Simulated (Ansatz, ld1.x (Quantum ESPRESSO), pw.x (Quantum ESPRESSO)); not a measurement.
ruthenium: one change to the ultrasoft potential, in the atom and in the bcc crystal

Ru, ultrasoft, made with ld1.x (Quantum ESPRESSO) 7.5 (PBEsol, scalar-relativistic). Core [Ar] 3d10, reference 4s2 4p6 4d7 5s1 5p0. Waves: 4s (bound): rcut 1.80, rcutus 2.10 bohr; 5s (bound): rcut 1.80, rcutus 2.10 bohr; 4p (bound): rcut 1.80, rcutus 2.10 bohr; 5p (bound, empty): rcut 1.80, rcutus 2.10 bohr; 4d (bound): rcut 1.60, rcutus 2.15 bohr; 4d channel at 0.65 Ry: rcut 1.60, rcutus 2.15 bohr. Local part: all-electron potential smoothed inside 2.00 bohr (lloc = -2). Core correction: none. Augmentation charge: PSQ, inside the norm-conserving radii.

Change: waves 4p (bound): rcut 1.80, rcutus 2.84 bohr; 5p (bound): rcut 1.80, rcutus 2.84 bohr.

Cutoffs, loose and tight: the cutoffs (Ry, on a coarse ladder) from which the occupation-weighted sum of valence levels, in a spherical-Bessel basis at the reference potential, stays within 10 and 1 mRy of its value at 400 Ry. They do not see the model core or the augmentation charge, which bear on the density cutoff. Test errors are all-electron minus pseudo excitation energies from the reference, over the configurations 4s2 4p6 4d7 5s0 5p0; 4s2 4p6 4d6 5s0 5p0; 4s2 4p6 4d5 5s0 5p0; 4s2 4p6 4d6 5s1 5p1; 4s1 4p6 4d7 5s1 5p0; 4s2 4p6 4d8 5s0 5p0; 4s2 4p6 4d7.5 5s0.5 5p0; variants that change the core or the reference have their own tests.

Crystal test: bcc Ru in pw.x 7.5, no spin, 15³ k-points, Fermi–Dirac smearing 0.01 Ry, cutoffs set for each file from its atomic test. The reference is all-electron LAPW (Ansatz 0.2.0) with the same functional, mesh and smearing; V0 and B0 come from Birch–Murnaghan fits to the pressures at five volumes. Errors are pseudo minus all-electron; Δ is the rms difference of the E(V) curves that follow from these fits, minima aligned, over ±6 % about the mean V0. Mesh and smearing are coarse, so the numbers serve the comparison and aren't converged zero-temperature values; the lattice is a test structure that the element need not adopt.

All-electron: a0 = 3.021 Å (V0 = 13.79 Å³/atom), B0 = 307.4 GPa.

Problem. Does the change bring the crystal closer to the all-electron result?

Solution. The mean pressure error goes from +8.65 to +6.38 GPa, so the change moves the solid closer to the all-electron pressures.

```csv
quantity,base,changed
outcome (atom),generated,generated
"cutoff, loose (atom)",25 Ry,25 Ry
"cutoff, tight (atom)",40 Ry,40 Ry
bound ghosts (atom),none,none
largest test error (meV) (atom),test run stopped at test 2 of 7 (negative rho),"test run stopped at test 2 of 7 (negative rho), 1 before it not solved"
cutoffs in pw.x (Ry),50/400,50/400
a0 (Å),3.049,3.041
a0 error (%),+0.91,+0.65
B0 error (%),-4.2,-0.9
Δ (meV/atom),25.0,18.3
mean pressure error (GPa),+8.65,+6.38
```

Base: This is a poor potential for the solid. Atomic configuration tests: test run stopped at test 2 of 7 (negative rho). Changed file: The largest radius (2.84 bohr) exceeds half the bond length (2.47 bohr), so the spheres overlap, which is one possible source of error among others. This is a poor potential for the solid. Atomic configuration tests: test run stopped at test 2 of 7 (negative rho), 1 before it not solved. The atomic cutoffs weigh occupied waves only.
